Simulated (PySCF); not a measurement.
**LiS: script and output**

Input:

```python
from pyscf import gto, scf, mp

mol = gto.M(
    atom='Li 0 0 0; S 0 0 2.428',
    basis='cc-pvdz-dk',
    charge=0,
    spin=1,
    verbose=3,
)
mf = scf.UHF(mol)
mf = mf.sfx2c1e()
mf = mf.density_fit(auxbasis='def2-universal-jkfit')
mf.kernel()
mp.MP2(mf, frozen=5).kernel()
mf.dip_moment()
print('orbital energies (hartree):', [e[max(0, n-3):n+3].round(4) for e, n in zip(mf.mo_energy, mol.nelec)])
```

```bash
$ OMP_NUM_THREADS=1 python input.py
```

It prints (some set-up lines and the per-cycle HOMO/LUMO lines with their warnings removed):

```
converged SCF energy = -406.075730060881  <S^2> = 0.75843459  2S+1 = 2.0084169
E(DFUMP2) = -406.187663382023  E_corr = -0.111933321142604
E(SCS-DFUMP2) = -406.185867190727  E_corr = -0.110137129845995
Dipole moment(X, Y, Z, Debye):  0.00000, -0.00000, -8.18074
orbital energies (hartree): [array([-0.3653, -0.3247, -0.3019, -0.0144,  0.0393,  0.0444]), array([-0.7363, -0.3026, -0.278 , -0.0142,  0.0242,  0.0449])]
```

In short: E(SCF) = -406.075730 Eh, E(MP2) − E(SCF) = -0.11193 Eh, ⟨S²⟩ = 0.758, μz(SCF) = -8.18 D.

Run time: 0.93 s on 1 thread of Arm Neoverse V1 (shared host).

The bond length is a typed value, not an optimised one. No search for the lowest solution was made.
